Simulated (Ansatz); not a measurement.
The input, for Ansatz 0.2.0:

```yaml
crystal:
  periodic: [false, false, false]
  atoms:
    - {symbol: Si, position_ang: [0.000000, 0.000000, 1.544615]}
    - {symbol: Al, position_ang: [0.000000, 0.000000, -1.445385]}
    - {symbol: H, position_ang: [0.000000, 1.405470, -2.174035]}
    - {symbol: H, position_ang: [0.000000, -1.405470, -2.174035]}
basis:
  gaussian: {orbitals: cc-pVDZ}
magnetization: {spin_polarized: false, initial_magnetization: 3}
hamiltonian: {xc: hf}
output: {orbitals: {seedname: orbitals}}
```

```sh
$ ansatz run in.yaml --threads 1 --pin off --events-out ev --progress --plain --max-ram 2393MiB
```

Question: Roughly how long does this take on 1 thread of Intel Xeon 6975P-C, shared host, and how much host memory?

Answer: 0.27 s wall and 0.09 GiB.

```
451 factors; integrals over basis functions are off by at most 1.0e-3 eV
mean field evaluation 1: about -14473.0152 eV, gradient 8.1e0 eV
mean field evaluation 2: about -14473.0174 eV, gradient 8.1e0 eV
mean field evaluation 4: about -14473.8841 eV, gradient 6.2e-1 eV
mean field evaluation 8: about -14473.8943 eV, gradient 1.1e-2 eV
mean field evaluation 16: about -14473.1357 eV, gradient 6.7e0 eV
mean field -14473.89426457 eV, -531.9058034649 hartree, gradient 2.8e-5 eV, S^2 3.750000; 1 other end points of the search recorded, 0 dependent functions left out
reference -14473.89426457 eV, -531.9058034649 hartree; 16, 13 occupied and 30, 33 virtual orbitals, 451 factors
Total energy: -14473.89426457 eV, -531.9058034649 hartree
```
